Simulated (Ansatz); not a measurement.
Ideal-gas functions of C₂H₅NO, SMILES `C1NCO1` at 500 K and 1 bar, from an Ansatz frequency run at PBE0-D4/def2-TZVP.

Molar mass 59.07 g/mol, point group Cs (symmetry number 1), electronic degeneracy 1, moments of inertia 38.529, 39.198, 70.005 u Å². Harmonic wavenumbers (cm⁻¹, unscaled): 113, 767, 924, 979, 1011, 1061, 1096, 1103, 1134, 1153, 1196, 1339, 1381, 1428, 1535, 1564, 2989, 2999, 3048, 3051, 3576.

Use S(trans) = R[1.5 ln M + 2.5 ln T − 1.1517]; rotational temperatures θ = 24.2544 K / I; S(rot) = R[ln(√π/σ · √(T³/θAθBθC)) + 1.5]; for each mode x = 1.438777 ν̃/T, S = R[x/(eˣ − 1) − ln(1 − e⁻ˣ)] and H = RT x/(eˣ − 1); 1 cm⁻¹ = 0.0119627 kJ/mol; R = 8.31446 J/(mol·K).

Problem. By hand: the entropy, in J/(mol·K).

Solution. Translation 170.5. Rotation: θ = 0.6295, 0.6188, 0.3465 K, giving 103.1. Vibration, mode by mode: 17.69, 3.24, 2.27, 2.00, 1.86, 1.66, 1.53, 1.51, 1.40, 1.34, 1.22, 0.87, 0.79, 0.71, 0.55, 0.51, 0.01, 0.01, 0.01, 0.01, 0.00, in all 39.2. Electronic 0.0. Sum 312.8 J/(mol·K).

Problem. By hand: H − E and G − E in kJ/mol, counted from the electronic energy.

Solution. Zero-point energy ½ × 33447 × 0.0119627 = 200.1; thermal vibration 11.7; translation, rotation and pV give 4 RT = 16.6. H − E = 228.4 kJ/mol, and G − E = 228.4 − 500 × 312.8/1000 = 72.0 kJ/mol.

Vibration gives 13 % of the entropy, 17.7 J/(mol·K) of it from the mode under 150 cm⁻¹: soft modes count most, and the harmonic formula is weakest for them.
